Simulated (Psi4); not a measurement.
# BCl2 (SMILES Cl[B]Cl): U-wB97X-V/def2-TZVP

What is the energy change on altering one bond length of BCl2 at U-wB97X-V/def2-TZVP? Input form: a Python script.

The calculation is run with Psi4 1.11.

2 further runs of the same task are left out: 2 set aside as unsound or not needed.

**1. Starting point**

BCl2: 3 atoms, total charge 0, spin state doublet. SMILES: `Cl[B]Cl`. Geometry: relaxed at PBE0-D4/def2-TZVP.

Bond lengths: Cl1–B2 1.720 Å, B2–Cl3 1.720 Å. Angles: Cl1–B2–Cl3 125.4°.

**2. The energy at U-wB97X-V/def2-TZVP**

calc.py reads:

```python
import psi4

psi4.set_memory(1600000000)
psi4.set_num_threads(1)
psi4.core.set_output_file('output.dat', False)

geom = psi4.geometry("""
0 2
Cl     0.371500    -1.525600     0.030000
B     -0.463900    -0.050300    -0.256900
Cl     0.081500     1.511100     0.213700
symmetry c1
no_reorient
no_com
""")

options = {'basis': 'def2-TZVP', 'reference': 'uks', 'puream': True, 'e_convergence': 1e-09, 'd_convergence': 1e-08, 'scf_type': 'pk', 'dft_radial_points': 99, 'dft_spherical_points': 590, 'maxiter': 100}
psi4.set_options(options)

E = psi4.energy('wb97x-v')
print(f'total energy {E:.8f} hartree = {E * 27.211386:.5f} eV')
```

Run with:

```bash
$ python calc.py
```

output.dat:

```text
=> Loading Basis Set <=

    Name: DEF2-TZVP
    Role: ORBITAL
    Keyword: BASIS

         ---------------------------------------------------------
                                   SCF
                              UKS Reference
                        1 Threads,   1525 MiB Core
         ---------------------------------------------------------

  ==> Geometry <==

    Molecular point group: c1
    Full point group: C1

    Geometry (in Angstrom), charge = 0, multiplicity = 2:

       Center              X                  Y                   Z               Mass
    ------------   -----------------  -----------------  -----------------  -----------------
         CL           0.371500000000    -1.525600000000     0.030000000000    34.968852682000
         B           -0.463900000000    -0.050300000000    -0.256900000000    11.009305360000
         CL           0.081500000000     1.511100000000     0.213700000000    34.968852682000

  Running in c1 symmetry.

  Rotational constants: A =      2.18468  B =      0.10321  C =      0.09856 [cm^-1]
  Rotational constants: A =  65495.04408  B =   3094.19495  C =   2954.60976 [MHz]
  Nuclear repulsion =  102.359078461763886

  Charge       = 0
  Multiplicity = 2
  Electrons    = 39
  Nalpha       = 20
  Nbeta        = 19

  ==> Algorithm <==

  SCF Algorithm Type is PK.
  DIIS enabled.
  MOM disabled.
  Fractional occupation disabled.
  Guess Type is SAD.
  Energy threshold   = 1.00e-09
  Density threshold  = 1.00e-08
  Integral threshold = 1.00e-12

  ==> Primary Basis <==

  Basis Set: DEF2-TZVP
    Blend: DEF2-TZVP
    Number of shells: 37
    Number of basis functions: 105
    Number of Cartesian functions: 120
    Spherical Harmonics?: true
    Max angular momentum: 3

  ==> DFT Potential <==

   => LibXC <=

    Version 7.1.2

   => Composite Functional: WB97X-V <=

    wB97X-V Hyb-GGA Exchange-Correlation Functional

    Deriv               =              1
    GGA                 =           TRUE
    Meta                =          FALSE

    Exchange Hybrid     =           TRUE
    MP2 Hybrid          =          FALSE

   => Exchange-Correlation Functionals <=

    1.0000   wB97X-V range-separated functional

   => Exact (HF) Exchange <=

    0.8330            HF,LR [omega = 0.3000]
    0.1670               HF

   => LibXC Density Thresholds  <==

    XC_HYB_GGA_XC_WB97X_V:  1.00E-14

   => VV10 Non-Local Parameters <=

    VV10 B              =     6.0000E+00
    VV10 C              =     1.0000E-02

   => Molecular Quadrature <=

    Radial Scheme          =       TREUTLER
    Pruning Scheme         =           NONE
    Nuclear Scheme         =       TREUTLER

    Blocking Scheme        =         OCTREE
    BS radius alpha        =              1
    Pruning alpha          =              1
    Radial Points          =             99
    Spherical Points       =            590
    Total Points           =         166080
    Total Blocks           =           1315
    Max Points             =            256
    Max Functions          =            100
    Weights Tolerance      =       1.00E-15

  ==> Integral Setup <==

  Using in-core PK algorithm.
   Calculation information:
      Number of atoms:                   3
      Number of AO shells:              37
      Number of primitives:             74
      Number of atomic orbitals:       120
      Number of basis functions:       105

      Integral cutoff                 1.00e-12
      Number of threads:                 1

  Performing in-core PK
  Using 46462185 doubles for integral storage.
  We computed 216777 shell quartets total.
  Whereas there are 247456 unique shell quartets.

  Computing range-separated integrals for PK
  We computed 216777 wK shell quartets total.
  Whereas there are 247456 wK unique shell quartets.

  ==> DiskJK: Disk-Based J/K Matrices <==

    J tasked:                  Yes
    K tasked:                  Yes
    wK tasked:                 Yes
    Omega:               3.000E-01
    Memory [MiB]:              927
    Schwarz Cutoff:          1E-12

  Cached 50.0% of DFT collocation blocks in 0.191 [GiB].

  Minimum eigenvalue in the overlap matrix is 1.6940846838E-03.
  Reciprocal condition number of the overlap matrix is 3.6218711291E-04.
    Using symmetric orthogonalization.

  ==> Pre-Iterations <==

  SCF Guess: Superposition of Atomic Densities via on-the-fly atomic UHF (no occupation information).

   -------------------------
    Irrep   Nso     Nmo
   -------------------------
     A        105     105
   -------------------------
    Total     105     105
   -------------------------

  ==> Iterations <==

                        Total Energy        Delta E     RMS |[F,P]|

   @UKS iter SAD:  -944.86585477620304   -9.44866e+02   0.00000e+00
   @UKS iter   1:  -945.11929173893611   -2.53437e-01   2.92879e-03 ADIIS/DIIS
   @UKS iter   2:  -945.13521053525051   -1.59188e-02   1.37663e-03 ADIIS/DIIS
   @UKS iter   3:  -945.13926460755033   -4.05407e-03   1.52014e-04 ADIIS/DIIS
   @UKS iter   4:  -945.13949285844740   -2.28251e-04   8.04428e-05 DIIS
   @UKS iter   5:  -945.13955878218894   -6.59237e-05   1.70246e-05 DIIS
   @UKS iter   6:  -945.13956413240703   -5.35022e-06   5.65013e-06 DIIS
   @UKS iter   7:  -945.13956489851500   -7.66108e-07   2.04947e-06 DIIS
   @UKS iter   8:  -945.13956500341703   -1.04902e-07   7.01875e-07 DIIS
   @UKS iter   9:  -945.13956501439816   -1.09811e-08   1.65321e-07 DIIS
   @UKS iter  10:  -945.13956501508471   -6.86555e-10   4.76888e-08 DIIS
   @UKS iter  11:  -945.13956501513985   -5.51381e-11   1.01431e-08 DIIS
   @UKS iter  12:  -945.13956501514338   -3.52429e-12   2.75742e-09 DIIS
  Energy and wave function converged.

  ==> Post-Iterations <==

   Electrons on quadrature grid:
      Nalpha   =   19.9999999502 ; deviation = -4.976e-08
      Nbeta    =   18.9999999573 ; deviation = -4.268e-08
      Ntotal   =   38.9999999076 ; deviation = -9.245e-08

   @Spin Contamination Metric:   2.357261484E-03
   @S^2 Expected:                7.500000000E-01
   @S^2 Observed:                7.523572615E-01
   @S   Expected:                5.000000000E-01
   @S   Observed:                5.000000000E-01

    Orbital Energies [Eh]
    ---------------------

    Alpha Occupied:

       1A   -101.545846     2A   -101.545839     3A     -9.587236
       4A     -9.587227     5A     -7.339819     6A     -7.339810
       7A     -7.335007     8A     -7.334999     9A     -7.333716
      10A     -7.333706    11A     -6.968655    12A     -1.016758
      13A     -0.982878    14A     -0.637925    15A     -0.556771
      16A     -0.514116    17A     -0.505441    18A     -0.454024
      19A     -0.446189    20A     -0.318186

    Alpha Virtual:

      21A      0.014970    22A      0.128526    23A      0.153282
      24A      0.162111    25A      0.190118    26A      0.191294
      27A      0.222513    28A      0.334027    29A      0.341395
      30A      0.376683    31A      0.388316    32A      0.389905
      33A      0.439127    34A      0.448914    35A      0.462747
      36A      0.483383    37A      0.502396    38A      0.535415
      39A      0.558953    40A      0.586610    41A      0.658257
      42A      0.663481    43A      0.729637    44A      0.761337
      45A      0.787184    46A      0.865161    47A      0.897952
      48A      0.899121    49A      1.005847    50A      1.018623
      51A      1.069703    52A      1.083702    53A      1.142465
      54A      1.192149    55A      1.674769    56A      1.683205
      57A      1.694978    58A      1.757361    59A      1.764873
      60A      1.772136    61A      1.820481    62A      1.841527
      63A      1.846512    64A      1.856534    65A      1.898844
      66A      1.899309    67A      1.934689    68A      1.941356
      69A      1.945540    70A      1.993409    71A      2.011174
      72A      2.027184    73A      2.091809    74A      2.104351
      75A      2.167089    76A      2.170043    77A      2.179325
      78A      2.195340    79A      2.262568    80A      2.307529
      81A      2.324445    82A      2.330902    83A      2.347759
      84A      2.357908    85A      2.401500    86A      2.518059
      87A      2.530024    88A      2.557443    89A      2.676617
      90A      2.768915    91A      2.982073    92A      3.039314
      93A      3.054855    94A      3.218295    95A      3.357001
      96A      3.400011    97A     10.815544    98A     10.833279
      99A     10.844014   100A     10.879576   101A     11.257958
     102A     11.339550   103A     14.057721   104A     24.944701
     105A     25.119786

    Beta Occupied:

       1A   -101.545064     2A   -101.545056     3A     -9.586526
       4A     -9.586515     5A     -7.338341     6A     -7.338332
       7A     -7.334620     8A     -7.334611     9A     -7.332323
      10A     -7.332315    11A     -6.958713    12A     -1.010596
      13A     -0.977594    14A     -0.622309    15A     -0.546022
      16A     -0.502082    17A     -0.491731    18A     -0.453813
      19A     -0.439306

    Beta Virtual:

      20A     -0.010734    21A      0.034240    22A      0.136514
      23A      0.159356    24A      0.169311    25A      0.195252
      26A      0.209123    27A      0.234367    28A      0.338487
      29A      0.353372    30A      0.379010    31A      0.395148
      32A      0.400845    33A      0.445344    34A      0.452149
      35A      0.463446    36A      0.488337    37A      0.505489
      38A      0.536805    39A      0.570329    40A      0.596381
      41A      0.661062    42A      0.669795    43A      0.742296
      44A      0.766315    45A      0.790162    46A      0.897054
      47A      0.903134    48A      0.906142    49A      1.013317
      50A      1.026668    51A      1.076473    52A      1.090882
      53A      1.150739    54A      1.195805    55A      1.680066
      56A      1.694351    57A      1.707175    58A      1.779330
      59A      1.781518    60A      1.792463    61A      1.829936
      62A      1.845101    63A      1.848362    64A      1.859636
      65A      1.902049    66A      1.903779    67A      1.947664
      68A      1.957343    69A      1.971227    70A      2.014992
      71A      2.016464    72A      2.036311    73A      2.096888
      74A      2.116360    75A      2.168829    76A      2.171845
      77A      2.183283    78A      2.200437    79A      2.289851
      80A      2.308580    81A      2.327672    82A      2.332020
      83A      2.352214    84A      2.372896    85A      2.409860
      86A      2.521856    87A      2.534373    88A      2.567530
      89A      2.684912    90A      2.783350    91A      2.987880
      92A      3.049890    93A      3.058872    94A      3.231320
      95A      3.364463    96A      3.406402    97A     10.816004
      98A     10.835297    99A     10.844524   100A     10.881721
     101A     11.259785   102A     11.341234   103A     14.070230
     104A     24.945901   105A     25.120944

    Final Occupation by Irrep:
              A
    DOCC [    19 ]
    SOCC [     1 ]
    NA   [    20 ]
    NB   [    19 ]

  @UKS Final Energy:  -945.13956501514338

   => Energetics <=

    Nuclear Repulsion Energy =            102.3590784617638860
    One-Electron Energy =               -1507.0345071752362855
    Two-Electron Energy =                 504.9069026428718985
    DFT Exchange-Correlation Energy =     -45.5329848650009836
    Empirical Dispersion Energy =           0.0000000000000000
    VV10 Nonlocal Energy =                  0.1619459204582364
    Total Energy =                       -945.1395650151432619

  UHF NO Occupations:
  HONO-2 :   18  A 1.9997248
  HONO-1 :   19  A 1.9993915
  HONO-0 :   20  A 1.0000000
  LUNO+0 :   21  A 0.0006085
  LUNO+1 :   22  A 0.0002752
  LUNO+2 :   23  A 0.0002004
  LUNO+3 :   24  A 0.0000386

Computation Completed

Properties will be evaluated at   0.000000,   0.000000,   0.000000 [a0]

Properties computed using the SCF density matrix

 Multipole Moments:

 ------------------------------------------------------------------------------------
     Multipole            Electronic (a.u.)      Nuclear  (a.u.)        Total (a.u.)
 ------------------------------------------------------------------------------------

 L = 1.  Multiply by 2.5417464519 to convert [e a0] to [Debye]
 Dipole X            :        -10.0649203           10.1695611            0.1046408
 Dipole Y            :          0.9474962           -0.9410836            0.0064126
 Dipole Z            :         -5.3442003            5.4015932            0.0573928
 Magnitude           :                                                    0.1195189

 ------------------------------------------------------------------------------------

	total time  =         43 seconds =       0.72 minutes
```

On the terminal:

```text
total energy -945.13956502 hartree = -25718.55753 eV
```

Run time: 45 s. Hardware: 1 thread of Intel Xeon Platinum 8259CL at 2.50GHz (Skylake/Cascade Lake), shared host; peak memory 0.77 GiB.

[end of part 1 of 2]
